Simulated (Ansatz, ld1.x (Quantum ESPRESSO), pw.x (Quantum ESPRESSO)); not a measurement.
# From atom to crystal: RRKJ potential for N (Z = 7)

nitrogen (N), norm-conserving RRKJ (Kleinman–Bylander form), made with ld1.x (Quantum ESPRESSO) 7.5 (PBEsol, scalar-relativistic). Core [He], reference 2s2 2p3. Waves: 2p (bound): rc 2.15 bohr; 3d channel at 0.05 Ry: rc 1.75 bohr; 2s (bound): rc 0.90 bohr. Local part: the s channel. Core correction: a·sin(br)/r model core inside 0.55 bohr.

Atomic tests: cutoffs needed: 55 Ry and 140 Ry (the cutoffs (Ry, on a coarse ladder) from which the occupation-weighted sum of valence levels, in a spherical-Bessel basis at the reference potential, stays within 10 and 1 mRy of its value at 400 Ry); ghost test: no extra level below or beside the all-electron valence levels (p, d, s, f tested) (spherical-Bessel basis up to 400 Ry, 20 bohr box); configuration tests: 1 of 7 tests not solved or not reliable.

Crystal test: diamond N in pw.x 7.5, no spin, 11³ k-points, Fermi–Dirac smearing 0.01 Ry, cutoffs 170/680 Ry. The reference is all-electron LAPW (Ansatz 0.2.0) with the same functional, mesh and smearing; V0 and B0 come from Birch–Murnaghan fits to the pressures at five volumes. Errors are pseudo minus all-electron; Δ is the rms difference of the E(V) curves that follow from these fits, minima aligned, over ±6 % about the mean V0. Mesh and smearing are coarse, so the numbers serve the comparison and aren't converged zero-temperature values; the lattice is a test structure that the element need not adopt. Spin polarisation is left out.

```csv
V (Å³/atom),P all-electron (GPa),P pseudo (GPa)
8.396,8.01,11.53
8.617,3.20,6.54
8.838,-1.12,2.05
9.059,-4.99,-2.00
9.280,-8.47,-5.63
```

All-electron: a0 = 4.126 Å (V0 = 8.78 Å³/atom), B0 = 167.2 GPa.

Pseudopotential: mean pressure error (GPa): +3.17; a0 (Å): 4.152; a0 error (%): +0.64; B0 error (%): -2.0; Δ (meV/atom): 6.1. The largest radius (2.15 bohr) exceeds half the bond length (1.69 bohr), so the spheres overlap, which is one possible source of error among others. This is a poor potential for the solid. Atomic configuration tests: 1 of 7 tests not solved or not reliable.

Question: At the middle volume, how do free energy and pressure move when the wave cutoff is lowered (ecutrho kept at four times it)?

Answer:

| cutoff (Ry) | shift of F (meV/atom) | shift of P (GPa) |
| --- | --- | --- |
| 76 | +71.2 | +0.09 |
| 102 | +48.7 | -1.66 |
| 136 | +7.7 | -0.88 |

The run at the middle volume (56 k-points, 7 iterations) took about 36 s on one core of a shared host (Neoverse-V1, 32 threads, 247 GiB, load 11).
